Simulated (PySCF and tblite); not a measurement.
# Dynamics report: planar inversion

System: C₂H₂N₂, numbered as in [H]/[N:4]=[CH:3]/[C:2]#[N:1].

Motion: planar inversion at N4 (torsion C2–C3–N4–H from -180° to -360°). The path came from a restrained scan, a climbing-image band and a saddle search at GFN2-xTB; energies are BHandHLYP/pcSseg-1 + D3(BJ)//PBE0-D3(BJ)/def2-SVP, thermal terms GFN2-xTB. Rate constants are transition-state-theory values, counting equivalent paths, without tunnelling. Shieldings: GIAO at the same DFT level; methyl-like tops are averaged, other torsions stay as in the two minima; line shapes leave out couplings. Run with tblite and PySCF.

| point | symmetry | E(GFN2) kcal/mol | E(DFT) kcal/mol | ZPE change kcal/mol | lowest mode cm⁻¹ | dipole D |
| --- | --- | --- | --- | --- | --- | --- |
| start | Cs | 0.0 | 0.0 | 0.00 | 226 | 4.39 |
| saddle | Cs | 20.1 | 26.9 | -1.75 | 1100i | 3.78 |
| end | Cs | -1.4 | -0.4 | 0.15 | 197 | 1.38 |

- Electronic barrier: 26.9 kcal/mol
- Barrier with zero-point energy: 25.1 kcal/mol
- ΔH‡ (298 K): 25.3 kcal/mol
- ΔS‡ (298 K, symmetry apart): 1.0 cal/(mol K)
- Paths: 1 equivalent path
- End point: a different minimum
- Mean lifetime of the start against this motion at 298 K: 3.8 days
- Cost: 29 s on 1 thread of Arm Neoverse V1, shared host (rough), peak memory 0.36 GiB, launched as `OMP_NUM_THREADS=1 python ens_run.py task.json out`

```
T/K  ΔG‡ kcal/mol   k s⁻¹  ΔG kcal/mol  k back s⁻¹
298          25.0  3×10⁻⁶         -0.3    1.8×10⁻⁶
350          24.9   0.002         -0.3      0.0012
400          24.9    0.21         -0.3        0.14
500          24.8     155         -0.4         105
```

ΔG and ΔG‡ leave out symmetry numbers and mirror images; rates count paths: 1 out, 1 back.

Sites that the motion interchanges:

```json
{"nucleus": "¹³C", "site": "C2 (start)", "ppm": "120.7", "scale": "δ against TMS"}
{"nucleus": "¹³C", "site": "C2 (end)", "ppm": "117.9", "scale": "δ against TMS"}
{"nucleus": "¹³C", "site": "C3 (start)", "ppm": "154.4", "scale": "δ against TMS"}
{"nucleus": "¹³C", "site": "C3 (end)", "ppm": "151.9", "scale": "δ against TMS"}
{"nucleus": "¹⁵N", "site": "N1 (start)", "ppm": "330.7", "scale": "δ against NH3"}
{"nucleus": "¹⁵N", "site": "N1 (end)", "ppm": "325.6", "scale": "δ against NH3"}
{"nucleus": "¹H", "site": "H on N4 (start)", "ppm": "12.03", "scale": "δ against TMS"}
{"nucleus": "¹H", "site": "H on N4 (end)", "ppm": "12.14", "scale": "δ against TMS"}
```

```
nucleus                            sites  ¹H MHz  spread Hz  coalescence K  k there s⁻¹
    ¹³C            C2 (start) / C2 (end)     100         71            498          141
    ¹³C            C2 (start) / C2 (end)     360        257            524          513
    ¹³C            C2 (start) / C2 (end)     400        285            526          570
    ¹³C            C3 (start) / C3 (end)     100         62            496          122
    ¹³C            C3 (start) / C3 (end)     360        222            521          441
    ¹³C            C3 (start) / C3 (end)     400        246            523          491
    ¹⁵N            N1 (start) / N1 (end)     100         51            492          101
    ¹⁵N            N1 (start) / N1 (end)     360        183            517          366
    ¹⁵N            N1 (start) / N1 (end)     400        204            519          406
     ¹H  H on N4 (start) / H on N4 (end)     100         11            465           21
     ¹H  H on N4 (start) / H on N4 (end)     360         40            488           80
     ¹H  H on N4 (start) / H on N4 (end)     400         45            490           88
```

In real samples N–H and O–H hydrogens exchange between molecules, which also interchanges these forms. Coalescence temperatures outside 150 to 500 K extrapolate the thermal terms and ignore freezing or boiling of a solvent.

Unscaled ¹⁵N shifts at such levels can be off by tens of ppm; differences are more reliable.


¹⁵N shifts are against a computed isolated NH3 molecule, about 20 ppm from the liquid.